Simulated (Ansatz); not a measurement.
A nudged elastic band was laid between two geometries of AlF2H (4 atoms, charge 0, multiplicity 1).

All numbers below come from Ansatz, RKS r2SCAN-D4/6-31G*.

- movable images: 9
- climbing image: yes
- spring: 5.0 eV/Å²
- optimiser: quadratic models (default)
- start path: through a guess of the saddle point
- force threshold: 0.05 eV/Å
- iteration limit: 60
- end points: relaxed

Image 0:

```xyz
4
Properties=species:S:1:pos:R:3
Al 0.374 0.000 0.251
H 0.320 0.000 1.818
F 1.811 0.000 -0.553
F -1.005 0.000 -0.650
```

Image 10:

```xyz
4
Properties=species:S:1:pos:R:3
Al -0.855 0.000 0.425
H 1.667 0.000 1.303
F 1.473 0.000 0.381
F -0.786 0.000 -1.243
```

Q: What changes between the two ends?

A: Bonds broken: Al1–H2, Al1–F3. Bonds formed: H2–F3. AlF2H becomes AlF + FH.

Q: What energy profile does the band end with?

A: The run converged. The highest image is number 6 of 0 to 10, 73.0 kcal/mol above the first end and 11.4 kcal/mol above the last; the last end lies 61.6 kcal/mol above the first. A vibrational analysis at the climbing image gives one clearly imaginary mode, 1084i cm⁻¹: a first-order saddle point. The orbitals stay closed-shell, which can raise the energy where a bond breaks towards radicals; this wasn't checked here.

```tsv
image	path coordinate (Å)	energy (kcal/mol)	Al1–H2 (Å)	Al1–F3 (Å)	H2–F3 (Å)
0	0.00	0.0	1.57	1.65	2.80
1	0.26	3.0	1.57	1.64	2.58
2	0.51	11.8	1.57	1.63	2.33
3	0.77	26.4	1.58	1.64	2.06
4	1.02	45.4	1.60	1.68	1.78
5	1.28	64.4	1.65	1.75	1.50
6	1.53	73.0	1.74	1.86	1.22
7	1.75	68.6	1.90	2.00	1.04
8	1.96	64.0	2.15	2.17	0.97
9	2.18	62.1	2.42	2.28	0.95
10	2.39	61.6	2.67	2.33	0.94
```

Q: What is the geometry of the highest image?

A: 
```xyz
4
Properties=species:S:1:pos:R:3:forces:R:3
Al -0.267 0.000 0.431 0.00 0.00 0.00
H 1.231 0.000 1.322 0.00 0.00 0.00
F 1.573 0.000 0.147 0.00 0.00 0.00
F -1.037 0.000 -1.034 0.00 0.00 0.00
```

Q: What are the harmonic wavenumbers there?

A: 1084i, 209, 313, 609, 852, 1676 cm⁻¹.

The band took 9 iterations and of the order of 2.1 core-minutes.

Run time: 2.1 min on 1 thread of Arm Neoverse V2, with other jobs on the host, peak memory 0.11 GiB.
